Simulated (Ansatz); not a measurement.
CCSD(T) against full CI for several species

Each species is computed at the geometry given (Å), with frozen cores, in Ansatz 0.2.0: RHF-CCSD(T) for singlets, UHF-CCSD(T) otherwise, and full CI in the same basis. The program picks the determinant by a search with trial CCSD, so it needn't be the lowest Hartree–Fock solution. States: P2⁺ doublet Πu, GaH3 singlet A', AsH2⁺ singlet A1. Cases whose determinant has another symmetry than full CI's state, or lies over 0.5 eV above the lowest of its kind, whose (Q) step broke down or whose higher cluster runs on it stay over 0.1 eV above full CI weren't drawn. No relativity is included.

Question: Judging by size, spin and bonding, rank them by the size of CCSD(T)'s error in total energy against full CI in the same basis, smallest first (an estimate).
A. AsH2⁺, singlet, cc-pVTZ: As 0.000 -0.019 0.000; H 0.000 0.710 -1.324; H 0.000 0.710 1.324
B. P$_{2}$⁺, doublet, cc-pVDZ: P 0.000 0.000 0.000; P 0.000 0.000 1.966
C. GaH3, singlet, aug-cc-pVDZ: Ga 0.000 0.028 -0.046; H 0.000 -1.478 -0.541; H 0.405 -0.220 1.851; H -0.405 -0.220 1.851

Answer: C (15.8 meV), A (24.8 meV), B (71.6 meV).

```tsv
species	basis	correlated electrons	CCSD(T) − full CI (meV)	CCSDT(Q) − full CI (meV)	unpaired electrons (full CI)	T1	⟨S²⟩ of the determinant
GaH3, singlet	aug-cc-pVDZ	6	15.8	0.4	0.09	0.012	0.00
AsH2⁺, singlet	cc-pVTZ	6	24.8	0.9	0.10	0.012	0.00
P2⁺, doublet	cc-pVDZ	9	71.6	4.6	1.21	0.016	0.76
```

Unpaired electrons are Σ n²(2−n)² over natural occupations; an open shell counts its own unpaired electrons too. Frozen cores follow each run's orbitals, which moves totals by a few meV. RHF is unstable for GaH3, singlet in aug-cc-pVDZ: UHF reaches ⟨S²⟩ = 0.45. RHF is unstable for AsH2⁺, singlet in cc-pVTZ: UHF reaches ⟨S²⟩ = 0.67.
